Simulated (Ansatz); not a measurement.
`C=NC`, relaxed with RKS PBE0-D4/def2-TZVP in Ansatz 0.2.0 from a GFN2-xTB geometry. The force threshold is 0.005 eV/Å; the program also tests the step.

Charge 0, multiplicity 1.

Start:

```xyz
8

C    -0.982   -0.281    0.809
N     0.252   -0.352    0.619
C     0.833    0.184   -0.583
H    -1.703    0.169    0.115
H    -1.381   -0.692    1.725
H     0.410   -0.283   -1.476
H     0.665    1.261   -0.656
H     1.905   -0.006   -0.553
```

```
         step  energy (eV)  largest force (eV/Å)  largest move (Å)
            1   -3641.5248                 0.381             0.000
            2   -3641.5374                 0.160             0.028
            3   -3641.5412                 0.079             0.039
            4   -3641.5447                 0.102             0.070
            5   -3641.5464                 0.143             0.041
            6   -3641.5740                 0.258             0.200
 7 (rejected)   -3641.5726                 0.830             0.199
            8   -3641.6003                 0.191             0.099
            9   -3641.6216                 0.166             0.100
           10   -3641.6405                 0.086             0.150
11 (rejected)   -3641.5958                 0.679             0.139
           12   -3641.6431                 0.012             0.050
           13   -3641.6432                 0.005             0.011
```

End:

```xyz
8

C    -0.965   -0.353    0.795
N     0.231    0.032    0.745
C     0.803    0.287   -0.550
H    -1.588   -0.504   -0.099
H    -1.423   -0.553    1.763
H     0.109    0.105   -1.385
H     1.144    1.325   -0.590
H     1.689   -0.339   -0.679
```

Run time 23 s (2 threads of a server CPU on a shared host); peak host memory 0.2 GiB.
